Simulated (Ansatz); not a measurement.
# CH3B (SMILES B=C): one structure at several levels

An exercise on one series of results from a longer session: the logs are not shown, and one member is left open.

Method: single points in def2-TZVPP; program: Ansatz 0.2.0, Gaussian basis.

Correlated methods freeze the cores.

## The system as given

5 atoms, charge 0, spin multiplicity 1.

Atoms are counted from 1 here; the program's logs count them from 0.

Bond lengths: B1–C2 1.422 Å, B1–H3 1.195 Å, C2–H4 1.121 Å, C2–H5 1.094 Å. Angles: C2–B1–H3 177.1°, B1–C2–H4 123.2°, B1–C2–H5 120.5°, H4–C2–H5 113.1°.

Coordinates:

```xyz
5

B     0.1776   -0.8249    0.1595
C    -0.0285    0.5279   -0.2290
H     0.2936   -1.9616    0.5084
H    -0.8025    0.8406   -0.9771
H     0.2991    1.3479    0.4176
```

The first run:

Input file run/in.yaml:

```yaml
crystal:
  periodic: [false, false, false]
  atoms:
    - {symbol: B, position_ang: [0.177600, -0.824900, 0.159500]}
    - {symbol: C, position_ang: [-0.028500, 0.527900, -0.229000]}
    - {symbol: H, position_ang: [0.293600, -1.961600, 0.508400]}
    - {symbol: H, position_ang: [-0.802500, 0.840600, -0.977100]}
    - {symbol: H, position_ang: [0.299100, 1.347900, 0.417600]}
basis:
  gaussian: {orbitals: def2-TZVPP}
correlation: {method: ccsd_t}
output: {forces: true}
```

No record of the launch command was kept for these runs.

Among the steps run: CCSD(T)/def2-TZVPP; PBE0-D4/def2-TZVPP; wB97M-V/def2-TZVPP; r2SCAN-D4/def2-TZVPP; PBE-D4/def2-TZVPP; LC-wPBE/def2-TZVPP; B97M-V/def2-TZVPP.

One table of the session follows, with a row left open; its other results are not shown here.

```
   method  RMS force component (eV/Å)  angle to CCSD(T) forces (°)  dipole (D)
  CCSD(T)                       0.531                    reference        0.75
  PBE0-D4                       0.711                         16.9        0.78
  wB97M-V                       0.736                         15.8        0.84
r2SCAN-D4                       0.690                         16.4        0.73
   PBE-D4                       0.616                         21.7        0.66
  LC-wPBE                       0.825                         19.9        0.90
   B97M-V                           ?                            ?           ?
```

Q: Estimate the row for B97M-V from the others.

As computed: RMS force component (eV/Å): 0.727; angle to CCSD(T) forces (°): 13.0; dipole (D): 0.69. In the column «RMS force component (eV/Å)» it lies between PBE0-D4 (0.711) and wB97M-V (0.736).
